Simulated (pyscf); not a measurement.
Optimised with ωB97X-D3(BJ)/def2-SVP in PySCF.

Problem. Estimate the classical barrier height and the reaction energy of `[F][Mo]([F])([F])([F])([F])[SH]` + `[H][H]` → `[F][MoH]([F])([F])([F])[F]` + `[SH2]` at r²SCAN/def2-TZVP. The step runs on the singlet surface, breaks Mo–S, H–H and forms H–Mo, H–S; take the separated reactants as zero.

Solution. ΔE‡ = 0.95 eV, ΔE = +0.76 eV. ωB97M-D3(BJ)/def2-TZVP gives 0.98 eV and +0.34 eV. Zero-point energy shifts the barrier by +0.16 eV. It is a four-centre exchange, with an imaginary mode of 631i cm⁻¹. On the product side the descent ends in a bound adduct, 0.44 eV under the separated species and 0.93 eV under the saddle at ωB97X-D3(BJ)/def2-TZVP. At ωB97X-D3(BJ)/def2-TZVP the barrier from the zero used here is 1.09 eV. One saddle was located; it need not be the lowest between these sides. Elements past Kr carry the def2 core potentials, without spin-orbit coupling.
